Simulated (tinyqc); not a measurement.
Extended Hueckel theory, for CO-, step by step. The parameters take no account of the charge, which enters only through the electron count, and nothing here shows that the anion is bound. One step of it, computed by the program tinyqc.

Problem. Mulliken analysis. P = C n C^T; charge = valence electrons (C 4, O 6) minus the sum of (P S)_ii on the atom; overlap population = 2 sum P_ij S_ij between two atoms.

coefficients:
```
,MO1,MO2,MO3,MO4,MO5,MO6,MO7,MO8
1C 2s,0.290239,0.726162,0.000000,0.000000,0.404478,0.000000,0.000000,0.781608
1C 2px,0.000000,0.000000,0.055747,0.326356,0.000000,0.465572,0.843409,0.000000
1C 2py,0.000000,0.000000,0.326356,-0.055747,0.000000,0.843409,-0.465572,0.000000
1C 2pz,0.124023,-0.313324,0.000000,0.000000,-0.498470,0.000000,0.000000,1.081407
2O 2s,0.811818,-0.316172,0.000000,0.000000,0.074249,0.000000,0.000000,-0.902268
2O 2px,0.000000,0.000000,0.148609,0.869993,0.000000,-0.245823,-0.445322,0.000000
2O 2py,0.000000,0.000000,0.869993,-0.148609,0.000000,-0.445322,0.245823,0.000000
2O 2pz,0.031271,-0.484682,0.000000,0.000000,0.736815,0.000000,0.000000,0.748415
```

occupations: 2.000000  2.000000  2.000000  2.000000  2.000000  0.500000  0.500000  0.000000

overlap S, lower triangle:
```
,1C 2s,1C 2px,1C 2py,1C 2pz,2O 2s,2O 2px,2O 2py,2O 2pz
1C 2s,1.000000
1C 2px,0.000000,1.000000
1C 2py,0.000000,0.000000,1.000000
1C 2pz,0.000000,0.000000,0.000000,1.000000
2O 2s,0.342618,0.000000,0.000000,0.429711,1.000000
2O 2px,0.000000,0.190636,0.000000,0.000000,0.000000,1.000000
2O 2py,0.000000,0.000000,0.190636,0.000000,0.000000,0.000000,1.000000
2O 2pz,-0.290307,0.000000,0.000000,-0.304648,0.000000,0.000000,0.000000,1.000000
```

Give: charges; Overlap populations.

Solution.

charges: 1C -0.0898, 2O -0.9102

Overlap populations:
```
pair,value
2-1,0.897820
```
